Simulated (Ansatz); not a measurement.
Basis-set extrapolation for C₃H₄ClF (`C/C(Cl)=C\F`) (PBE0-D4/def2-TZVP geometry, frozen core, the Gaussian-basis code of Ansatz). Multiplicity 1, RHF reference.

```json
{"": "HF", "def2-TZVPP": "-674.941000", "def2-QZVPP": "-674.963266"}
{"": "MP2 correlation", "def2-TZVPP": "-0.928805", "def2-QZVPP": "-1.004172"}
{"": "CCSD(T) correlation", "def2-TZVPP": "-1.006439", "def2-QZVPP": "-1.077883"}
```

Energies in hartree. Use E(X) = E(∞) + A·exp(−7.88·√X) for Hartree–Fock and E(X) = E(∞) + B·X^(−2.97) for correlation, with X = 3 and 4.

What is the CCSD(T) energy at the basis-set limit?

HF limit: -674.963266 + (-0.022266) × 0.13774 = -674.96633. Correlation limit: -1.077883 + (-0.071444) × 0.74074 = -1.13080. Total: -676.09713 hartree, 393.0 kJ/mol below CCSD(T)/def2-TZVPP.
